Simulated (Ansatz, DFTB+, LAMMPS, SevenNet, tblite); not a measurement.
## How well does each level of theory give the Voigt–Reuss–Hill bulk modulus of diamond-structure Si?

Reference value: 99 GPa (measured, temperature not stated, no zero-point or thermal correction, from single-crystal Cij; as tabulated in Råsander and Moram (2015), arXiv:1505.02379).

```tsv
level (code)	value (GPa)	cell (Å³/atom)	difference (%)
spline MEAM Si_1.meam.spline (LAMMPS)	101	20.02	+2.0
DFTB cp2k-nonscc-sid (DFTB+)	137	19.59	+38
GFN2-xTB (tblite)	121	19.57	+22
SevenNet-0 (SevenNet)	97.1	20.38	-1.9
SNAP Si_Zuo_JPCA2020.snap (LAMMPS)	92.9	20.50	-6.2
B3LYP (VWN-RPA form) (Ansatz)	89.5	20.64	-9.6
LC-ωPBE (Ansatz)	114	19.58	+15.2
r²SCAN0 (Ansatz)	103	19.97	+4.0
r²SCANh (Ansatz)	99.6	20.09	+0.6
```

Leaving aside spline MEAM Si_1.meam.spline, SNAP Si_Zuo_JPCA2020.snap, which can be fitted to such values or carry a doubt: The reference's temperature isn't stated, so close values are not ranked against it. Off by more than 25 % (a bound picked here): DFTB cp2k-nonscc-sid (+38 %).

The reference has no zero-point or thermal correction, while the calculations are for a static lattice, so the differences are not the levels' errors alone. A static lattice is as a rule stiffer than a warm one, by over a tenth in soft solids.  DFTB cp2k-nonscc-sid: this tight-binding set is not self-consistent in the charges. GFN2-xTB: the method was fitted mainly to molecules. GFN2-xTB: the run uses a supercell at the zone centre in place of a k mesh. Each level is taken at its own relaxed cell. Cutoffs differ between the levels. Ansatz's density-functional and Hartree–Fock values are scalar-relativistic unless marked +SOC, with PAW data made under PBE.

Empirical potentials (spline MEAM Si_1.meam.spline) are fitted to chosen data, which need not cover the solid at hand: agreement can be built in, and what lay outside the fit can be far off. Machine-learned potentials (SNAP Si_Zuo_JPCA2020.snap, SevenNet-0) are trained on DFT data, which may include these solids.

Differences are worked out from the printed values.

Ansatz is a quantum-chemistry and plane-wave program.
